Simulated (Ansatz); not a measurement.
Geometry optimisation, RKS B3LYP-D4/def2-SVP in Ansatz.

Input file:

```yaml
crystal:
  periodic: [false, false, false]
  atoms:
    - { symbol: Si, position_ang: [0.0, 0.0, 0.0] }
    - { symbol: F, position_ang: [0.0, 0.0, 1.59] }
    - { symbol: H, position_ang: [1.3768, 0.0, -0.4862] }
    - { symbol: C, position_ang: [-0.8808, 1.5259, -0.6227] }
    - { symbol: H, position_ang: [-1.9334, 1.2723, -0.8671] }
    - { symbol: H, position_ang: [-0.8624, 2.3106, 0.1622] }
    - { symbol: H, position_ang: [-0.3704, 1.9025, -1.5336] }
    - { symbol: H, position_ang: [-0.6877, -1.1914, -0.4862] }
basis:
  gaussian: { orbitals: def2-SVP }
hamiltonian:
  xc: b3lyp
  dispersion: d4
relax:
  f_tol: 0.02
  max_steps: 40
output:
  orbitals: {}
```

Launched with:

```bash
$ ansatz run input.yaml --threads 1 --pin off --max-ram 2048MiB --backend cpu --events-out ev --progress --plain --runs-dir out
```

Task: Where does it end, and by what steps?

Result: It converged. After 7 steps the energy has fallen by 0.116 eV; H5 moved furthest, 0.43 Å.

| step | energy less start (eV) | largest force component (eV/Å) | accepted |
| --- | --- | --- | --- |
| 0 | 0.0000 | 1.546 | yes |
| 1 | -0.0644 | 0.878 | yes |
| 2 | -0.0866 | 0.092 | yes |
| 3 | -0.0983 | 0.390 | yes |
| 4 | 0.0385 | 1.766 | no |
| 5 | -0.1147 | 0.096 | yes |
| 6 | -0.1155 | 0.074 | yes |
| 7 | -0.1160 | 0.002 | yes |

```xyz
8
Properties=species:S:1:pos:R:3
Si 0.008 0.005 -0.021
F -0.265 -0.178 1.579
H 1.480 0.126 -0.214
C -0.883 1.532 -0.623
H -1.970 1.444 -0.470
H -0.531 2.431 -0.091
H -0.701 1.680 -1.700
H -0.496 -1.220 -0.704
```

Whether the end is a true minimum wasn't checked by a vibrational analysis.

The run took 19 s on 1 thread of Intel(R) Xeon(R) Platinum 8488C (Sapphire Rapids), on a shared host, peak memory 0.15 GiB.
